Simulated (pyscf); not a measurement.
H₂N–AlH–OH + hydrogen (H₂) → H₂N–AlH₂ + water (H₂O), a four-centre exchange (singlet surface; Al–O, H–H broken, Al–H, H–O formed). PySCF, gas phase, ωB97X-D3(BJ)/def2-SVP geometries. Energies in kcal/mol from the separated reactants.

Small-basis levels: PySCF, no dispersion term, spherical d functions. AM1 to PM7: differences of heats of formation from MOPAC, which are fitted to 298 K values and so differ in kind from electronic energies by zero-point and thermal terms. Cost: rough CPU time at the saddle relative to B3LYP/6-31G*, from one job on a shared machine.

```tsv
level	barrier	reaction energy	cost
HF/STO-3G	37.2	+21.5	0.06
HF/3-21G	33.3	+35.8	0.07
HF/6-31G*	38.6	+25.2	0.08
BP86/6-31G*	23.0	+28.6	1
PBE/6-31G*	21.4	+28.5	1
B3LYP/3-21G	22.1	+40.0	0.7
B3LYP/LANL2DZ	29.8	+29.7	0.7
M06-2X/6-31G*	27.0	+31.1	2
PBE/def2-SVP	16.7	+27.1	2
PM3	63.9	+58.4	under 0.02
PM6	70.9	+63.9	under 0.02
PM7	30.9	+72.3	under 0.02
ωB97M-D3(BJ)/def2-TZVP	26.4	+28.1	–
```

Against the last row the barrier runs from -9.7 (PBE/def2-SVP) to +44.5 kcal/mol (PM6). ωB97M-D3(BJ)/def2-TZVP has limits of its own. On the product side the descent ends in an adduct with a Al–O contact, 17.3 kcal/mol under the separated species and 14.8 kcal/mol under the saddle at ωB97X-D3(BJ)/def2-TZVP. At ωB97M-D3(BJ) the saddle lies under the separated products, which points to a path from their complex (located at ωB97X-D3(BJ) alone), and parting the products costs more than the saddle. What is counted as broken (Al–O) persists as a longer contact in the product adduct; parting that adduct is a step of its own. At the saddle there is also a short Al–H contact that neither side keeps. The same reactants have a lower exit, to HO–AlH₂ + NH₃ (barrier +21.0 kcal/mol at ωB97M-D3(BJ)/def2-TZVP, against +26.4 kcal/mol here). This is the saddle that the search found; another between the same sides may lie lower.
